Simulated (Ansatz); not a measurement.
# AlPH3+ (singlet): wave-function methods side by side, cc-pVTZ

One table from this session's results is given with a row withheld; the runs are named, their logs left out.

Program: Ansatz 0.2.0, Gaussian basis. Level of theory: cc-pVTZ, core rule «outside noble gas», up to 10 orbitals frozen. These are calculated values, not measurements.

To be run: UHF; CCSD(T) on RHF; CCSD(T) on UHF; BCCD(T) on RHF; CCSDT(Q) on RHF; CCSDT(Q) on UHF.

9 further runs of the same task are left out: 4 for a known fault of the program, 5 set aside as unsound or not needed.

### The geometry

The geometry is a PBE0/def2-TZVP stationary point (not a proven minimum) of the parent state, kept for this charge and spin.

5 atoms, charge 1, spin multiplicity 1.

Atoms are counted from 1 here; the program's logs count them from 0.

Bond lengths: Al1–P2 2.345 Å, Al1–H3 1.606 Å, P2–H4 1.424 Å, P2–H5 1.419 Å. Angles: P2–Al1–H3 115.6°, Al1–P2–H4 91.6°, Al1–P2–H5 95.5°, H4–P2–H5 94.5°.

The first run:

in.yaml

```yaml
crystal:
  periodic: [false, false, false]
  atoms:
    - {symbol: Al, position_ang: [0.042298, -0.119616, 1.254150]}
    - {symbol: P, position_ang: [-0.090450, 0.068392, -1.079457]}
    - {symbol: H, position_ang: [-0.052697, 1.261982, 2.066825]}
    - {symbol: H, position_ang: [1.035122, 0.939745, -1.114035]}
    - {symbol: H, position_ang: [0.664801, -1.101382, -1.353659]}
basis:
  gaussian: {orbitals: cc-pVTZ}
total_charge: 1
magnetization: {spin_polarized: true, initial_magnetization: 0}
hamiltonian: {xc: hf}
output: {orbitals: {seedname: orbitals}}
```

Run with:

```console
ansatz run in.yaml --threads 1 --pin off --events-out ev --progress --plain --max-ram 4096MiB --backend cpu
```

Among the steps run: UHF; CCSD(T) on RHF; CCSD(T) on UHF; BCCD(T) on RHF; CCSDT(Q) on RHF; CCSDT(Q) on UHF.

One of the session's tables, all rows but one given; the rest of the session is left out.

It belongs to the step «Misses and costs». 

```
   method  from RCCSDT(Q) (kJ/mol)
      RHF                   +687.4
      UHF                   +685.0
     RMP2                   +125.3
    RCCSD                    +33.2
 RCCSD(T)                     +5.2
  BCCD(T)                        ?
   RCCSDT                     +1.8
RCCSDT(Q)                        0
```

Q: Estimate the row for BCCD(T) from the others.

**Answer.** from RCCSDT(Q) (kJ/mol): +5.1. In the column «from RCCSDT(Q) (kJ/mol)» it lies between RCCSDT (+1.8) and RCCSD(T) (+5.2).

Not comparable, so not listed: CCSD(T) on UHF; CCSDT(Q) on UHF (they don't share determinant, frozen orbitals or solution with the rows shown, or repeat one).

Caveats from the session: Warnings: restricted reference is unstable; spin contamination.
